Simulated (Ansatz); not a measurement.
# PHF2 (singlet): density functionals in def2-QZVPP

Aim: run PHF2 (singlet) with a set of functionals in one basis and compare levels, spin and time.

The runs use Ansatz 0.2.0, Gaussian basis; def2-QZVPP, all electrons in the functionals, frozen cores in the correlation of double hybrids and RPA.

The runs, in order: PBE, BLYP, r2SCAN, B97M-V, PBE0, B3LYP, wB97M-V, B2PLYP.

4 further runs of the same task are left out: 4 set aside as unsound or not needed.

### Step 1. What is computed

The geometry is a PBE0/def2-TZVP stationary point (not a proven minimum).

4 atoms, charge 0, spin multiplicity 1.

Atoms are counted from 1 here; the program's logs count them from 0.

Bond lengths: F1–P2 1.587 Å, P2–F3 1.587 Å, P2–H4 1.434 Å. Angles: F1–P2–F3 99.3°, F1–P2–H4 95.5°, F3–P2–H4 95.5°.

No dispersion term is added; B97M-V, wB97M-V hold VV10 nonlocal correlation. B3LYP takes the VWN-RPA correlation.

### Step 2. PBE (restricted)

Contents of in.yaml:

```yaml
crystal:
  periodic: [false, false, false]
  atoms:
    - {symbol: F, position_ang: [0.046705, 0.470913, 1.208966]}
    - {symbol: P, position_ang: [-0.098795, -0.546595, 0.000000]}
    - {symbol: F, position_ang: [0.046705, 0.470913, -1.208966]}
    - {symbol: H, position_ang: [1.275275, -0.955519, 0.000000]}
basis:
  gaussian: {orbitals: "def2-QZVPP.json"}
hamiltonian: {xc: {name: PBE}}
output: {orbitals: {seedname: orbitals}}
```

Run with:

```
> ansatz run in.yaml --threads 2 --pin off --events-out ev --progress --plain --max-ram 24576MiB --backend cuda --devices 0, --max-vram 18GiB
```

The log of the run:

```text
Functional definition: PBE
  name "PBE"
  cite "Perdew, Burke & Ernzerhof, Phys. Rev. Lett. 77, 3865 (1996) doi:10.1103/PhysRevLett.77.3865"
  parent pbe
  parameter kappa = 0.804
  parameter beta = 0.06672455060314922
  exchange = pbe_x(kappa = kappa, mu = beta*pi^2/3)
  correlation = pbe_c(beta = beta)
782 factors; their error is unknown
mean field evaluation 1: about -14731.9256 eV, gradient 4.1e1 eV
mean field evaluation 2: about -14723.8574 eV, gradient 8.7e1 eV
mean field evaluation 4: about -14734.1460 eV, gradient 1.9e0 eV
mean field evaluation 8: about -14734.1575 eV, gradient 2.2e-2 eV
mean field evaluation 16: about -14734.1518 eV, gradient 4.3e-5 eV
mean field -14734.15179358 eV, -541.4700912472 hartree, gradient 4.3e-5 eV, S^2 0.000000; 0 other end points of the search recorded, 0 dependent functions left out
reference -14734.15182255 eV, -541.4700923120 hartree; 17, 17 occupied and 197, 197 virtual orbitals, 782 factors
Total energy: -14734.15182255 eV, -541.4700923120 hartree
```

It took 12 s on 1 × H100 (card shared with other runs) with 2 threads of AMD EPYC 7R13, shared host; peak host memory 0.78 GiB.

### Step 3. BLYP (restricted)

Changes to in.yaml since step 2:

```diff
@@ -9,3 +9,2 @@
   gaussian: {orbitals: "def2-QZVPP.json"}
-hamiltonian: {xc: {name: PBE}}
-output: {orbitals: {seedname: orbitals}}
+hamiltonian: {xc: {name: BLYP}}
```

Launched as before.

The log of the run:

```text
Functional definition: BLYP
  name "BLYP"
  cite "Becke, Phys. Rev. A 38, 3098 (1988) doi:10.1103/PhysRevA.38.3098"
  cite "Lee, Yang & Parr, Phys. Rev. B 37, 785 (1988) doi:10.1103/PhysRevB.37.785"
  parameter beta = 0.0042
  parameter a = 0.04918
  parameter b = 0.132
  parameter c = 0.2533
  parameter d = 0.349
  exchange = b88_x(beta = beta)
  correlation = lyp_c(a = a, b = b, c = c, d = d)
782 factors; their error is unknown
mean field evaluation 1: about -14740.6514 eV, gradient 4.6e1 eV
mean field evaluation 2: about -14729.9955 eV, gradient 9.9e1 eV
mean field evaluation 4: about -14743.3370 eV, gradient 2.2e0 eV
mean field evaluation 8: about -14743.3510 eV, gradient 2.6e-2 eV
mean field evaluation 16: about -14743.3451 eV, gradient 1.6e-5 eV
mean field -14743.34512658 eV, -541.8079400037 hartree, gradient 1.1e-5 eV, S^2 0.000000; 0 other end points of the search recorded, 0 dependent functions left out
reference -14743.34537552 eV, -541.8079491519 hartree; 17, 17 occupied and 197, 197 virtual orbitals, 782 factors
Total energy: -14743.34537552 eV, -541.8079491519 hartree
```

Run time: 8.5 s. Hardware: 1 × H100 (card shared with other runs) with 2 threads of AMD EPYC 7R13, shared host; peak host memory 0.77 GiB.

### Step 4. r2SCAN (restricted)

Changes to in.yaml since step 3:

```diff
@@ -9,2 +9,2 @@
   gaussian: {orbitals: "def2-QZVPP.json"}
-hamiltonian: {xc: {name: BLYP}}
+hamiltonian: {xc: {name: r2SCAN}}
```

The command is unchanged.

The log of the run:

```text
Functional definition: r2SCAN
  name "r2SCAN"
  cite "Furness, Kaplan, Ning, Perdew & Sun, J. Phys. Chem. Lett. 11, 8208 (2020) doi:10.1021/acs.jpclett.0c02405"
  cite "Furness, Kaplan, Ning, Perdew & Sun, J. Phys. Chem. Lett. 11, 9248 (2020) doi:10.1021/acs.jpclett.0c03077"
  parent r2scan
  parameter k0 = 0.174
  parameter k1 = 0.065
  parameter a1 = 4.9479
  exchange = r2scan_x(k0 = k0, k1 = k1, a1 = a1)
  correlation = r2scan_c
782 factors; their error is unknown
mean field evaluation 1: about -14738.5613 eV, gradient 4.0e1 eV
mean field evaluation 2: about -14733.2675 eV, gradient 7.3e1 eV
mean field evaluation 4: about -14740.5524 eV, gradient 1.4e0 eV
mean field evaluation 8: about -14740.5524 eV, gradient 1.3e-2 eV
mean field -14740.55243851 eV, -541.7053106100 hartree, gradient 3.0e-5 eV, S^2 0.000000; 0 other end points of the search recorded, 0 dependent functions left out
reference -14740.55244756 eV, -541.7053109425 hartree; 17, 17 occupied and 197, 197 virtual orbitals, 782 factors
Total energy: -14740.55244756 eV, -541.7053109425 hartree
```

It took 14 s on 1 × H100 (card shared with other runs) with 2 threads of AMD EPYC 7R13, shared host; peak host memory 0.77 GiB.

### Step 5. B97M-V (restricted)

Changes to in.yaml since step 4:

```diff
@@ -9,2 +9,2 @@
   gaussian: {orbitals: "def2-QZVPP.json"}
-hamiltonian: {xc: {name: r2SCAN}}
+hamiltonian: {xc: {name: B97M-V}}
```

Launched as before.

The log of the run:

```text
Functional definition: B97M-V
  name "B97M-V"
  cite "Mardirossian & Head-Gordon, J. Chem. Phys. 142, 074111 (2015) doi:10.1063/1.4907719"
  cite "Becke, J. Chem. Phys. 107, 8554 (1997) doi:10.1063/1.475007"
  cite "Vydrov & Van Voorhis, J. Chem. Phys. 133, 244103 (2010) doi:10.1063/1.3521275"
  # Of w^i u^j: cxij and so on, Table III.
  parameter cx00 = 1.000
  parameter cx01 = 1.308
  parameter cx02 = 1.901
  parameter cx10 = 0.416
  parameter cx11 = 3.070
  parameter css00 = 1.000
  parameter css02 = -1.855
  parameter css10 = -5.668
  parameter css32 = -20.497
  parameter css42 = -20.364
  parameter cos00 = 1.000
  parameter cos01 = 1.573
  parameter cos03 = -6.298
  parameter cos10 = 2.535
  parameter cos32 = -6.427
  parameter b = 6.0
  parameter c = 0.01
  gx(w, u) = cx00 + cx01*u + cx02*u^2 + (cx10 + cx11*u)*w
  gss(w, u) = css00 + css02*u^2 + css10*w + (css32*w^3 + css42*w^4)*u^2
  gos(w, u) = cos00 + cos01*u + cos03*u^3 + cos10*w + cos32*w^3*u^2
  exchange = spin_sum(e_x_unif_s*gx(b97_w, b97_u_x))
  correlation = spin_sum(e_c_pw_mod_same_spin*gss(b97_w, b97_u_same))
      + integral(e_c_pw_mod_opposite_spin*gos(b97_w_opposite, b97_u_opposite)) + vv10(b, c)
782 factors; their error is unknown
mean field evaluation 1: about -14736.9641 eV, gradient 4.0e1 eV
mean field evaluation 2: about -14731.9323 eV, gradient 7.1e1 eV
mean field evaluation 4: about -14739.0531 eV, gradient 1.6e0 eV
mean field evaluation 8: about -14739.0595 eV, gradient 3.3e-2 eV
mean field evaluation 16: about -14739.0536 eV, gradient 7.4e-5 eV
mean field -14739.05357370 eV, -541.6502283441 hartree, gradient 7.3e-5 eV, S^2 0.000000; 0 other end points of the search recorded, 0 dependent functions left out
reference -14739.05361764 eV, -541.6502299591 hartree; 17, 17 occupied and 197, 197 virtual orbitals, 782 factors
Total energy: -14739.05361764 eV, -541.6502299591 hartree
```

Wall time 15 s (1 × H100 (card shared with other runs) with 2 threads of AMD EPYC 7R13, shared host); peak host memory 0.8 GiB.

### Step 6. PBE0 (restricted)

Changes to in.yaml since step 5:

```diff
@@ -9,2 +9,3 @@
   gaussian: {orbitals: "def2-QZVPP.json"}
-hamiltonian: {xc: {name: B97M-V}}
+hamiltonian: {xc: {name: PBE0}}
+output: {orbitals: {seedname: orbitals}}
```

Launched as before.

The log of the run:

```text
Functional definition: PBE0
  name "PBE0"
  cite "Adamo & Barone, J. Chem. Phys. 110, 6158 (1999) doi:10.1063/1.478522"
  cite "Perdew, Burke & Ernzerhof, Phys. Rev. Lett. 77, 3865 (1996) doi:10.1103/PhysRevLett.77.3865"
  parent pbe
  parameter a = 0.25
  parameter kappa = 0.804
  parameter beta = 0.06672455060314922
  exchange = (1 - a)*pbe_x(kappa = kappa, mu = beta*pi^2/3) + a*exact_x
  correlation = pbe_c(beta = beta)
814 factors; their error is unknown
mean field evaluation 1: about -14732.9495 eV, gradient 3.8e1 eV
mean field evaluation 2: about -14730.1267 eV, gradient 5.9e1 eV
mean field evaluation 4: about -14734.7506 eV, gradient 6.7e-1 eV
mean field evaluation 8: about -14734.7734 eV, gradient 1.9e-1 eV
mean field evaluation 16: about -14734.7734 eV, gradient 1.7e-5 eV
mean field -14734.77343005 eV, -541.4929359663 hartree, gradient 1.7e-5 eV, S^2 0.000000; 0 other end points of the search recorded, 0 dependent functions left out
reference -14734.77345208 eV, -541.4929367758 hartree; 17, 17 occupied and 197, 197 virtual orbitals, 814 factors
Total energy: -14734.77345208 eV, -541.4929367758 hartree
```

Wall time 12 s (1 × H100 (card shared with other runs) with 2 threads of AMD EPYC 7R13, shared host); peak host memory 0.79 GiB.

### Step 7. B3LYP (restricted)

Changes to in.yaml since step 6:

```diff
@@ -9,3 +9,2 @@
   gaussian: {orbitals: "def2-QZVPP.json"}
-hamiltonian: {xc: {name: PBE0}}
-output: {orbitals: {seedname: orbitals}}
+hamiltonian: {xc: {name: B3LYP}}
```

Launched as before.

The log of the run:

```text
Functional definition: B3LYP
  name "B3LYP"
  cite "Stephens, Devlin, Chabalowski & Frisch, J. Phys. Chem. 98, 11623 (1994) doi:10.1021/j100096a001"
  cite "Becke, Phys. Rev. A 38, 3098 (1988) doi:10.1103/PhysRevA.38.3098"
  cite "Lee, Yang & Parr, Phys. Rev. B 37, 785 (1988) doi:10.1103/PhysRevB.37.785"
  cite "Vosko, Wilk & Nusair, Can. J. Phys. 58, 1200 (1980) doi:10.1139/p80-159"
  parameter a0 = 0.2
  parameter ax = 0.72
  parameter ac = 0.81
  exchange = (1 - a0 - ax)*slater_x + ax*b88_x + a0*exact_x
  correlation = (1 - ac)*vwn_rpa_c + ac*lyp_c
807 factors; their error is unknown
mean field evaluation 1: about -14741.9354 eV, gradient 4.2e1 eV
mean field evaluation 2: about -14737.4610 eV, gradient 7.1e1 eV
mean field evaluation 4: about -14744.1304 eV, gradient 8.7e-1 eV
mean field evaluation 8: about -14744.1484 eV, gradient 1.7e-1 eV
mean field evaluation 16: about -14744.1484 eV, gradient 1.8e-5 eV
mean field -14744.14841973 eV, -541.8374604822 hartree, gradient 1.8e-5 eV, S^2 0.000000; 0 other end points of the search recorded, 0 dependent functions left out
reference -14744.14860536 eV, -541.8374673042 hartree; 17, 17 occupied and 197, 197 virtual orbitals, 807 factors
Total energy: -14744.14860536 eV, -541.8374673042 hartree
```

Wall time 13 s (1 × H100 (card shared with other runs) with 2 threads of AMD EPYC 7R13, shared host); peak host memory 0.78 GiB.

### Step 8. wB97M-V (restricted)

Changes to in.yaml since step 7:

```diff
@@ -9,2 +9,3 @@
   gaussian: {orbitals: "def2-QZVPP.json"}
-hamiltonian: {xc: {name: B3LYP}}
+hamiltonian: {xc: {name: wB97M-V}}
+output: {orbitals: {seedname: orbitals}}
```

Launched as before.

The log of the run:

```text
Functional definition: wB97M-V
  name "wB97M-V"
  cite "Mardirossian & Head-Gordon, J. Chem. Phys. 144, 214110 (2016) doi:10.1063/1.4952647"
  cite "Becke, J. Chem. Phys. 107, 8554 (1997) doi:10.1063/1.475007"
  cite "Vydrov & Van Voorhis, J. Chem. Phys. 133, 244103 (2010) doi:10.1063/1.3521275"
  # Of w^i u^j: cxij and so on, Table III.
  parameter omega = 0.3/bohr
  parameter cx = 0.15
  parameter cx01 = 1.007
  parameter cx10 = 0.259
  parameter css00 = 0.443
  parameter css04 = -1.437
  parameter css10 = -4.535
  parameter css20 = -3.390
  parameter css43 = 4.278
  parameter cos00 = 1.000
  parameter cos10 = 1.358
  parameter cos20 = 2.924
  parameter cos21 = -8.812
  parameter cos60 = -1.390
  parameter cos61 = 9.142
  parameter b = 6.0
  parameter c = 0.01
  gx(w, u) = 1 - cx + cx01*u + cx10*w
  gss(w, u) = css00 + css04*u^4 + css10*w + css20*w^2 + css43*w^4*u^3
  gos(w, u) = cos00 + cos10*w + (cos20 + cos21*u)*w^2 + (cos60 + cos61*u)*w^6
  exchange = spin_sum(e_x_unif_sr(omega)*gx(b97_w, b97_u_x)) + cx*exact_x_sr(omega) + exact_x_lr(omega)
  correlation = spin_sum(e_c_pw_mod_same_spin*gss(b97_w, b97_u_same))
      + integral(e_c_pw_mod_opposite_spin*gos(b97_w_opposite, b97_u_opposite)) + vv10(b, c)
782 factors; their error is unknown
143 factors; integrals over basis functions are off by at most 1.1e-5 eV
mean field evaluation 1: about -14739.6700 eV, gradient 3.8e1 eV
mean field evaluation 2: about -14739.2397 eV, gradient 4.5e1 eV
mean field evaluation 4: about -14741.6842 eV, gradient 5.0e-1 eV
mean field evaluation 8: about -14741.6947 eV, gradient 1.5e-1 eV
mean field evaluation 16: about -14741.6948 eV, gradient 6.8e-5 eV
mean field -14741.69476645 eV, -541.7472903873 hartree, gradient 6.8e-5 eV, S^2 0.000000; 0 other end points of the search recorded, 0 dependent functions left out
reference -14741.69480220 eV, -541.7472917013 hartree; 17, 17 occupied and 197, 197 virtual orbitals, 782 factors
Total energy: -14741.69480220 eV, -541.7472917013 hartree
```

Wall time 16 s (1 × H100 (card shared with other runs) with 2 threads of AMD EPYC 7R13, shared host); peak host memory 0.82 GiB.

### Step 9. B2PLYP (restricted)

Changes to in.yaml since step 8:

```diff
@@ -9,3 +9,3 @@
   gaussian: {orbitals: "def2-QZVPP.json"}
-hamiltonian: {xc: {name: wB97M-V}}
-output: {orbitals: {seedname: orbitals}}
+hamiltonian: {xc: {name: B2PLYP}}
+correlation: {electrons: outside_noble_gas}
```

The command is unchanged.

The log of the run:

```text
Functional definition: B2PLYP
  name "B2PLYP"
  cite "Grimme, J. Chem. Phys. 124, 034108 (2006) doi:10.1063/1.2148954"
  cite "Becke, Phys. Rev. A 38, 3098 (1988) doi:10.1103/PhysRevA.38.3098"
  cite "Lee, Yang & Parr, Phys. Rev. B 37, 785 (1988) doi:10.1103/PhysRevB.37.785"
  parameter a = 0.53
  parameter c = 0.27
  exchange = (1 - a)*b88_x + a*exact_x
  correlation = (1 - c)*lyp_c + c*(mp2_os + mp2_ss)
1315 factors; integrals over basis functions are off by at most 7.6e-4 eV
mean field evaluation 1: about -14729.7860 eV, gradient 3.7e1 eV
mean field evaluation 2: about -14729.8415 eV, gradient 3.7e1 eV
mean field evaluation 4: about -14731.6810 eV, gradient 1.5e0 eV
mean field evaluation 8: about -14731.6887 eV, gradient 2.2e-2 eV
mean field evaluation 16: about -14731.6887 eV, gradient 1.3e-5 eV
mean field -14731.68866044 eV, -541.3795727738 hartree, gradient 2.2e-6 eV, S^2 0.000000; 0 other end points of the search recorded, 0 dependent functions left out
7 core orbitals not correlated: weight in the atoms' cores, before any rotation towards them, 1.000 or more for the frozen orbitals, at most 0.000 for the correlated occupied ones
reference -14731.68877945 eV, -541.3795771474 hartree; 10, 10 occupied and 197, 197 virtual orbitals, 1315 factors
second order -22.84183739 eV of doubles, -0.00000000 eV of singles
Total energy: -14737.85607554 eV, -541.6062210986 hartree
```

It took 16 s on 1 × H100 (card shared with other runs) with 2 threads of AMD EPYC 7R13, shared host; peak host memory 1 GiB.

### Step 10. Side by side

```csv
functional,energy (eV),⟨S²⟩,time
PBE,-14734.1518,0.000,12 s
BLYP,-14743.3454,0.000,8.5 s
r2SCAN,-14740.5524,0.000,14 s
B97M-V,-14739.0536,0.000,15 s
PBE0,-14734.7735,0.000,12 s
B3LYP,-14744.1486,0.000,13 s
wB97M-V,-14741.6948,0.000,16 s
B2PLYP,-14737.8561,0.000,16 s
```

Orbital levels of the runs that wrote orbitals: PBE HOMO -6.69, LUMO -1.62 eV; PBE0 HOMO -8.05, LUMO -0.65 eV; wB97M-V HOMO -10.30, LUMO 1.31 eV.

### Step 11. What came out

| quantity | value |
| --- | --- |
| spread of total energies | 10.0 eV |
| quickest, slowest | BLYP 8.5 s, B2PLYP 16 s |

In words: Total energies of different functionals can't be ranked; only differences within one functional count.
